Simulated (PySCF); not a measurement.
Simulated C 1s region for `N#CC1=NC1`, binding energy against the vacuum level.

Every computed line was given a Gaussian of 0.8 eV full width at half maximum and an area set by the number of equivalent atoms; the highest printed point is 100. Theory: delta-SCF UKS SCAN, pcX-2 on the ionised atom, pcseg-1 elsewhere, spin-free X2C in PySCF.

(binding energy (eV), intensity): (291.5, 0), (291.6, 1), (291.7, 2), (291.8, 4), (291.9, 8), (292.0, 15), (292.1, 24), (292.2, 35), (292.3, 49), (292.4, 61), (292.5, 72), (292.6, 79), (292.7, 83), (292.8, 84), (292.9, 84), (293.0, 86), (293.1, 89), (293.2, 92), (293.3, 96), (293.4, 99), (293.5, 100), (293.6, 100), (293.7, 98), (293.8, 94), (293.9, 86), (294.0, 76), (294.1, 63), (294.2, 48), (294.3, 35), (294.4, 23), (294.5, 14), (294.6, 8), (294.7, 4), (294.8, 2), (294.9, 1), (295.0, 0)

Task: How many maxima does the curve show, and how many computed lines lie under it?

Result: The curve has 1 maximum (at 293.5 eV). Under it lie 3 lines from 3 inequivalent carbon sites. At this width some lines have no maximum of their own.

Task: Decompose the envelope and assign each component. Numbering: `[N:1]#[C:2][C:3]1=[N:4][CH2:5]1`.

Result: 
| position (eV) | relative area | line | atoms | environment |
| --- | --- | --- | --- | --- |
| 292.60 | 1 | C 1s | C5 | sp3 carbon bound to nitrogen |
| 293.31 | 1 | C 1s | C2 | nitrile carbon |
| 293.88 | 1 | C 1s | C3 | C=N carbon |

The listed C 1s values span 1.28 eV, from C5 (bonded to N, C and 2 H) to C3 (bonded to N (double bond) and 2 C).

No satellites, vibrations or lifetime broadening are included. Spin contamination (⟨S²⟩ against 0.75 for a pure doublet) is marked for C 1s of C2 (0.92) and C 1s of C3 (0.96), which makes these values less certain. Isolated species at its GFN2-xTB geometry, gas phase.

On one thread of an Arm Neoverse V1, no GPU, shared host with 32 logical CPUs at a one-minute load of 35, this took 18 s wall and 0.34 GiB of memory at its peak.
